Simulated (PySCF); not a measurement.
Two probes of the same atoms: core binding energy and nuclear shielding

Compound: C4H7Cl.
Geometry (PBE0-D3(BJ)/def2-SVP, Å), atoms numbered from 1 in this order:
```xyz
12
C4H7Cl angstrom
C     -1.6467    0.2394   -0.2976
C     -0.2202   -0.1865   -0.3637
C      0.8091    0.4755    0.1741
C      2.2187    0.0145    0.0989
Cl     3.2437    1.1787   -0.8224
H     -2.2668   -0.5245    0.2007
H     -1.7647    1.1869    0.2478
H     -2.0660    0.3695   -1.3092
H     -0.0125   -1.1214   -0.9017
H      0.6345    1.4184    0.7063
H      2.6801   -0.0616    1.0939
H      2.3020   -0.9576   -0.4055
```

Binding energies: PySCF, delta-SCF UKS SCAN, pcX-2 on the ionised atom, pcseg-1 elsewhere, spin-free X2C. Shieldings: GIAO PBE0/pcSseg-1, non-relativistic, same geometry.

```csv
atom,C 1s (eV)
C1,291.05
C2,290.68
C3,290.56
C4,292.28
```

Q: What are the absolute isotropic shieldings of these atoms?

A: 
| atom | environment | C 1s (eV) | isotropic shielding (ppm) |
| --- | --- | --- | --- |
| C3 | alkene CH carbon | 290.56 | 48.4 |
| C2 | alkene CH carbon | 290.68 | 44.9 |
| C1 | allylic carbon | 291.05 | 163.5 |
| C4 | sp3 C–Cl carbon | 292.28 | 133.0 |

Q: Among the listed atoms, is the one with the highest binding energy also the least shielded?

A: No. The highest binding energy is at C4 (292.28 eV, shielding 133.0 ppm), the lowest shielding at C2 (44.9 ppm, 290.68 eV).

By binding energy: C3 < C2 < C1 < C4. By shielding: C2 < C3 < C4 < C1.

Geometry: PBE0-D3(BJ)/def2-SVP, one conformer, isolated molecule.
